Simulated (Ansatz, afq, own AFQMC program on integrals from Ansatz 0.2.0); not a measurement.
## Al2H2, triplet: AFQMC among the cluster methods

| atom | x (Å) | y (Å) | z (Å) |
| --- | --- | --- | --- |
| Al | 0.0000 | 0.0000 | 2.5865 |
| Al | 0.0000 | 0.0000 | -2.5865 |
| H | 0.0000 | 0.0000 | 4.1610 |
| H | 0.0000 | 0.0000 | -4.1610 |

Connectivity, by distances: AlH ··· AlH.

Basis 6-31G. Only valence electrons are correlated. AFQMC by an in-house program on the Cholesky factors that Ansatz 0.2.0 writes for its CCSD(T) run. The CISD trial takes its coefficients from CCSD amplitudes. Released means that phaseless walkers are propagated on without the constraint, phases kept. Uncertainties: one standard error, sampling alone.

Determinant: UHF, the one that the program's search chose, which needn't be the lowest solution. The geometry is a point of a scan.

Full CI on the same integrals is exact in this basis and with this determinant's frozen core.

Cautions: lower spins were not checked; the determinant is a saddle point among determinants of its kind; CCSDTQ is in doubt: among natural orbitals it converges to other amplitudes.

* T1 diagnostic: 0.0338
* weight of the determinant in the CISD state: 0.891
* ⟨S²⟩ of the determinant: 2.040
* size of the correlated space: 8 electrons in 20 orbitals

Reference: full CI, correlation energy -2.020 eV. The released energy is read at 2.40 1/Eh (meV from the phaseless value at times in 1/Eh: -0.2 ± 1.1 at 0.24, -0.5 ± 1.0 at 0.51, -0.5 ± 0.8 at 0.99, -0.9 ± 0.7 at 1.62, -2.7 ± 0.8 at 2.40).

```csv
level,E − E(reference) (mEh),share of correlation (%)
HF,74.23,0.00
MP2,28.73,61.29
CCSD,1.34,98.20
CCSD(T),0.73,99.01
CCSDT,0.34,99.54
CCSDT(Q),0.25,99.67
CCSDTQ,0.03,99.97
ph-AFQMC/HF,-0.37 ± 0.71,100.50
ph-AFQMC/CISD,0.45 ± 0.04,99.40
released AFQMC,0.35 ± 0.03,99.53
```

CCSDT and higher add their correlation energy to the determinant of the CCSD(T) run, since their own runs factorise the integrals more tightly (a shift of under 2 meV). Released energies are given only where the last usable release times agree within the noise; a slower fall can still hide under it.
